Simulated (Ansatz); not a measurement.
Equilibrium volume per atom (Å³/atom) of a set of elemental solids other than molecular ones (20 solids), computed with PBE (plane waves, PAW; Ansatz, a quantum-chemistry and plane-wave program) and with PBE-D3(BJ) in Ansatz (PAW). The set holds measured phases with no doubt noted on the run or the magnetic state but for the caveats below. 2 more of the class have both values but aren't in it, for one of these reasons: built or high-temperature cells, doubts on the run or the magnetic state, unlike cells, values of zero, layered or molecular crystals. Cubic solids are told by other quantities and aren't counted here. Solids without a value at one level (not run, failed, or a magnetic order lost), or held back for tests, aren't counted.

All rows, in order of the shift (worked out from unrounded values):

| solid | PBE | PBE-D3(BJ) | shift (%) |
|---|---|---|---|
| double-hcp La | 37.13 | 34.46 | -7.2 |
| hcp Cd | 22.89 | 21.29 | -7.0 |
| hcp Zn | 15.24 | 14.24 | -6.6 |
| hcp Be | 7.91 | 7.43 | -6.0 |
| hcp Tl | 31.43 | 29.60 | -5.8 |
| hcp Mg | 22.95 | 21.72 | -5.4 |
| body-centred tetragonal In | 27.47 | 26.06 | -5.1 |
| hcp Ti | 17.39 | 16.51 | -5.1 |
| hcp Sc | 24.65 | 23.47 | -4.8 |
| α-phase Ga | 20.29 | 19.39 | -4.5 |
| white tin (β-Sn) | 28.41 | 27.21 | -4.2 |
| hcp Lu | 29.10 | 27.91 | -4.1 |
| hcp Zr | 23.39 | 22.45 | -4.0 |
| hcp Y | 32.88 | 31.56 | -4.0 |
| hcp Hf | 22.53 | 21.85 | -3.0 |
| hcp Co | 10.86 | 10.55 | -2.9 |
| hcp Tc | 14.44 | 14.09 | -2.4 |
| hcp Ru | 13.77 | 13.45 | -2.3 |
| hcp Re | 14.95 | 14.67 | -1.9 |
| hcp Os | 14.28 | 14.02 | -1.8 |

The shift from PBE to PBE-D3(BJ) has a median of -4.3 %, and eight in ten lie between -6.6 % and -2.3 %; PBE-D3(BJ) is the larger in 0 and the smaller in 20 of 20.

Ansatz's runs of these crystals have no spin polarisation, but for hcp Co.

Density-functional runs with spin start from parallel moments for hcp Co.

Spin–orbit coupling is left out, also for the solids with elements from indium on (body-centred tetragonal In, hcp Os, white tin (β-Sn), double-hcp La, hcp Tl, hcp Re, hcp Hf, hcp Lu); its size isn't shown.

Caveats: the cell is over a tenth larger than the published one: the level's own overestimate first of all, though another phase or state, or a fault of the published cell, is possible (PBE: hcp Tl). Ansatz's density-functional and Hartree–Fock values are scalar-relativistic unless marked +SOC, with PAW data made under PBE.
